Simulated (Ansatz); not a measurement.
A made-up structure of SiH$_{5}$O$_{2}$ (charge +1), singlet:

O1  (-1.162, -0.170, -0.557)
Si2  (-0.112, 0.637, 0.171)
O3  (0.586, -0.600, 0.321)
H4  (-1.096, -0.276, -1.482)
H5  (1.008, 1.475, -0.577)
H6  (-0.634, 1.077, 1.584)
H7  (1.268, -0.887, -0.355)
H8  (0.143, -1.256, 0.895)
(Å)

It is relaxed with PBE-D4/def2-SVP and then PBE0-D4/def2-TZVP (Ansatz 0.2.0). Atoms count as bonded within 1.22 times the sum of their covalent radii (H–H: 0.88 Å). The end point is not checked to be a true minimum.

**Question.** Does its bonding change? (Judge from chemistry; the calculation decides.)

**Answer.** By the calculation: No: no bond forms or breaks.

Where it ends: The first stage lowers the energy by 4.81 eV in 9 steps. It ends as SiH₅O₂ ([OH][SiH2][OH2]), total charge +1:
```
8
angstrom
O -1.4236 0.0941 -0.7779
Si -0.2080 0.6654 0.0799
O 0.8440 -0.7741 0.5218
H -1.5009 0.0983 -1.7353
H 0.8135 1.4537 -0.6227
H -0.6330 1.0286 1.4319
H 1.5595 -1.1077 -0.0407
H 0.5485 -1.4583 1.1430
```

Labels in which every atom is bracketed show which atoms are joined, not bond orders.

For scale, one of the runs: PBE0-D4/def2-TZVP relaxation, 129 basis functions, launched by `ansatz run in.yaml --threads 2 --pin off --events-out ev --progress --plain --max-ram 4352MiB`. The run took about 21 s on 2 CPU threads of an Intel Xeon Platinum 8259CL (shared host).
